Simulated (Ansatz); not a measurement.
# AlHO2 (singlet): PBE, r2SCAN, PBE0, B3LYP, wB97M-V, B2PLYP, RPA-PBE over vertical spin and charge gaps, cc-pVDZ

Aim: run AlHO2 (singlet) with these functionals over vertical spin and charge gaps, and hold them against the top wave-function level at the same points.

Program: Ansatz 0.2.0, Gaussian basis. Level of theory: cc-pVDZ, all electrons in the functionals, frozen cores in the correlation of double hybrids and RPA. These are calculated values, not measurements.

To be run: PBE, r2SCAN, PBE0, B3LYP, wB97M-V, B2PLYP, RPA-PBE, at charge 0, singlet; charge 0, triplet; charge 1, doublet.

4 further runs of the same task are left out: 1 for a known fault of the program, 3 set aside as unsound or not needed.

## Step 1: The system

The geometry is a PBE0/def2-TZVP stationary point (not a proven minimum).

4 atoms, charge 0, spin multiplicity 1.

Atoms are counted from 1 here; the program's logs count them from 0.

Bond lengths: O1–Al2 1.596 Å, Al2–O3 1.631 Å, O3–H4 0.946 Å. Angles: O1–Al2–O3 180.0°, Al2–O3–H4 180.0°.

No dispersion term is added; wB97M-V holds VV10 nonlocal correlation. B3LYP takes the VWN-RPA correlation.

The geometry shown and the zero of energy belong to the point charge 0, singlet. The yardstick, UCCSDT(Q), and other wave-function levels (R restricted, U unrestricted, valence and pair active spaces) come from earlier runs.

## Step 2: PBE, charge 0, singlet

Input file in.yaml:

```yaml
crystal:
  periodic: [false, false, false]
  atoms:
    - {symbol: O, position_ang: [0.000000, 0.000000, -2.248625]}
    - {symbol: Al, position_ang: [0.000000, 0.000000, -0.653025]}
    - {symbol: O, position_ang: [0.000000, 0.000000, 0.977875]}
    - {symbol: H, position_ang: [0.000000, 0.000000, 1.923775]}
basis:
  gaussian: {orbitals: cc-pVDZ}
hamiltonian: {xc: {name: PBE}}
output: {orbitals: {seedname: orbitals}}
```

The run is started by

```bash
$ ansatz run in.yaml --threads 1 --pin off --events-out ev --progress --plain --max-ram 4096MiB --backend cpu
```

After this run come: PBE, charge 0, triplet; PBE, charge 1, doublet; r2SCAN, charge 0, singlet; r2SCAN, charge 0, triplet; r2SCAN, charge 1, doublet; PBE0, charge 0, singlet; PBE0, charge 0, triplet; PBE0, charge 1, doublet; B3LYP, charge 0, singlet; B3LYP, charge 0, triplet; B3LYP, charge 1, doublet; wB97M-V, charge 0, singlet; wB97M-V, charge 0, triplet; wB97M-V, charge 1, doublet; B2PLYP, charge 0, singlet; B2PLYP, charge 0, triplet; B2PLYP, charge 1, doublet; RPA-PBE, charge 0, singlet; RPA-PBE, charge 0, triplet; RPA-PBE, charge 1, doublet.

**Question.** What will the summary of the whole plan be? Wanted: singlet to triplet, UCCSDT(Q); ionisation to the doublet cation, UCCSDT(Q); largest miss, PBE; largest miss, r2SCAN; largest miss, PBE0; largest miss, B3LYP; largest miss, wB97M-V; largest miss, B2PLYP; largest miss, RPA-PBE.

As calculated:

| quantity | value |
| --- | --- |
| singlet to triplet, UCCSDT(Q) | 316.8 kJ/mol |
| ionisation to the doublet cation, UCCSDT(Q) | 931.2 kJ/mol |
| largest miss, PBE | +36.4 kJ/mol (ionisation to the doublet cation) |
| largest miss, r2SCAN | -23.1 kJ/mol (singlet to triplet) |
| largest miss, PBE0 | -35.1 kJ/mol (singlet to triplet) |
| largest miss, B3LYP | -23.0 kJ/mol (singlet to triplet) |
| largest miss, wB97M-V | -19.0 kJ/mol (singlet to triplet) |
| largest miss, B2PLYP | +19.9 kJ/mol (ionisation to the doublet cation) |
| largest miss, RPA-PBE | -19.8 kJ/mol (singlet to triplet) |
| largest miss, RCCSD(T) | -3.3 kJ/mol (ionisation to the doublet cation) |
| largest miss, UCCSD(T) | -3.4 kJ/mol (ionisation to the doublet cation) |

In words: Of the functionals, wB97M-V keep the smallest largest miss at the points compared (at most 19.0 kJ/mol) and PBE strays most (36.4 kJ/mol, at ionisation to the doublet cation). Functionals and the yardstick converge differently with the basis, so part of each miss in cc-pVDZ is the basis.
